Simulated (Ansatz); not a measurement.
The parent structure is Ag in the fcc (Cu type) structure (space group Fm-3m, No. 225; a = 4.054 Å).

Computed with PBEsol (Ansatz, a quantum-chemistry and plane-wave program, PAW, scalar-relativistic without spin-orbit coupling).

It is then changed as follows: Cu takes the place of Ag on all its sites; the structure is relaxed again.

Measured lattice parameter a: Ag 4.062 Å (static lattice; corrected from measurement; as listed in Daniel Mejia-Rodriguez, S. B. Trickey, Phys. Rev. B (2018)); Cu 3.595 Å (static lattice; corrected from measurement; as listed in Gábor I. Csonka et al., Physical Review B (2009)).

### Question
How well does PBEsol reproduce the measured shift?

### Answer
With PBEsol the lattice parameter a moves by -0.491 Å (4.054 → 3.564) against -0.467 Å measured.

Stability against distortions was not tested. The final runs are not spin-polarised.
